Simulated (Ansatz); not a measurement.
Worked example: correlation energy of BN, triplet

Geometry: a point of a stretch scan, not a stationary point.

```
atom   x (Å)   y (Å)   z (Å)
   B  0.0000  0.0000  0.0000
   N  0.0000  0.0000  1.0290
```

Basis 6-31G; Ansatz 0.2.0. Only valence electrons are correlated (noble-gas cores frozen), which leaves 8 electrons in 16 orbitals. Prefix R: restricted or restricted open-shell reference; prefix U: unrestricted.

Full CI is exact within this basis and frozen core; it isn't the basis-set limit. The frozen core follows each run's orbitals, which can shift R against U totals by a few meV.

Runs differ by some tens of microhartree through their thresholds and, for an open shell, their frozen cores, so steps under 0.1 kcal/mol mean nothing.

```csv
level,total energy (hartree)
UHF,-78.803084
UMP2,-78.915496
UCCSD,-78.931249
UCCSD(T),-78.934601
UCCSDT,-78.935266
UCCSDT(Q),-78.935501
UCCSDTQ,-78.935441
full CI,-78.935444
```

**Question.** What is the correlation energy at full CI, and what share of it do UMP2 and UCCSDT recover?

**Answer.** E(corr) = -78.935444 − (-78.803084) = -0.132360 hartree = -3.602 eV. UMP2: -0.112412 / -0.132360 = 84.93 %. UCCSDT: -0.132182 / -0.132360 = 99.87 %.

**Question.** By how many kcal/mol does UCCSD(T) miss full CI (1 hartree = 627.509 kcal/mol), and which steps make up the rest?

**Answer.** -78.934601 − (-78.935444) = 0.000843 hartree = 0.53 kcal/mol. Steps: UCCSDT − UCCSD(T) = -0.42, UCCSDT(Q) − UCCSDT = -0.15, UCCSDTQ − UCCSDT(Q) = 0.04, full CI − UCCSDTQ = 0.00 kcal/mol. That is within 1 kcal/mol of the reference in this basis, which itself misses far more of the correlation at the basis-set limit.
